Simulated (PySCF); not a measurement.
P(OH)3, singlet: molecular constants

These are results of PySCF, B3LYP, basis P def2-SVP, O def2-SVP, H def2-SVP (no relativity, density fitting), not measurements.

The structure is a minimum.

```xyz
7
charge 0 multiplicity 1, angstrom
P    -0.0756   -0.0639   -0.5001
O     1.4695   -0.1056    0.0774
O    -0.6407    1.3790    0.0673
O    -0.6530   -1.1190    0.6729
H     1.5116   -0.5320    0.9497
H    -0.4460    1.5349    1.0072
H    -1.5322   -1.4599    0.4564
```

```json
{"Point group": "C1", "Bond lengths": "O–H 0.967 Å, O–H 0.972 Å (×2), P–O 1.650 Å (×2), P–O 1.680 Å", "Bond angles": "H–O–P 111.5°, H–O–P 112.2°, H–O–P 113.8°, O–P–O 93.5°, O–P–O 101.0°, O–P–O 102.9°", "Rotational constants": "0.2531, 0.2289, 0.1513 cm⁻¹", "Lowest empty level": "0.68 eV", "Zero-point energy": "111.6 kJ/mol", "Rotational symmetry number": "1", "Dipole moment": "2.49 D", "Atomisation energy without zero-point energy": "2473 kJ/mol", "Entropy at 298.15 K and 1 bar": "307.9 J/(mol K)", "Highest occupied level": "-7.27 eV", "Principal quadrupole moments (Buckingham, traceless) about the centre of mass": "-4.51, -1.36, 5.87 D Å", "Principal polarisabilities": "26.9, 30.3, 31.3 bohr³", "Enthalpy at 298.15 K above 0 K": "17.30 kJ/mol", "Heat capacity Cp at 298.15 K": "86.5 J/(mol K)"}
```

Harmonic modes (masses in u: P 30.974, O 15.995, H 1.008):
```
symmetry  ω (cm⁻¹)  IR (km/mol)  μ (u)
       a       135         85.3   1.43
       a       231         70.3   1.25
       a       307         62.6   1.50
       a       379         42.8   3.09
       a       427         40.2   3.02
       a       454         90.1   2.03
       a       780          131  10.43
       a       820          149   8.29
       a       840          275  11.46
       a       950         57.7   1.19
       a       967         90.6   1.11
       a      1043          103   1.41
       a      3739         30.6   1.07
       a      3753         62.9   1.07
       a      3827         94.3   1.07
```

Charges (e):
```
atom  Mulliken  Löwdin  polar tensor  Mayer order to P1
  P1      0.75    0.64          1.52                  –
  O2     -0.42   -0.27         -0.77               1.04
  O3     -0.41   -0.27         -0.78               1.05
  O4     -0.45   -0.30         -0.80               0.99
  H5      0.18    0.07          0.28               0.05
  H6      0.17    0.06          0.26               0.06
  H7      0.19    0.07          0.30               0.03
```
Other Mayer orders above 0.3: O–H 0.95 (×3).

Mulliken populations on P1: s 5.66, p 8.20, d 0.39.

Only a few start shapes were tried, so a lower isomer may exist.

The final relaxation and frequency run took roughly 3 core-minutes on a shared host.
